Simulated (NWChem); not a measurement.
# Atomisation of difluoromethane (CH$_{2}$F$_{2}$)

```xyz
5

F      1.1105     0.0000    -0.2897
C      0.0000     0.0000     0.4951
F     -1.1105     0.0000    -0.2897
H      0.0000     0.9226     1.1222
H      0.0000    -0.9226     1.1222
```
Charge 0, spin multiplicity 1.

All runs are NWChem calculations. The geometry was optimised at PBE/def2-SVP, a minimum by its harmonic frequencies.

Basis set: def2-TZVP. The atomisation energy is electronic alone: no zero-point, thermal, spin-orbit or counterpoise terms. No value is extrapolated to the basis-set limit. Free atoms are single determinants with multiplicities F 2, C 3, H 2.

B3LYP has NWChem's definition, with VWN1-RPA local correlation. The stability of the SCF solutions was not checked. Open-shell Hartree-Fock references start from PBE0 orbitals.

**Question.** For the atomisation energy, LDA (SVWN5) gives 516.3 kcal/mol and HF gives 307.4 kcal/mol. What do BHandHLYP, B3LYP, PBE give?

**Answer.** BHandHLYP: 413.3 kcal/mol; B3LYP: 433.5 kcal/mol; PBE: 450.5 kcal/mol.
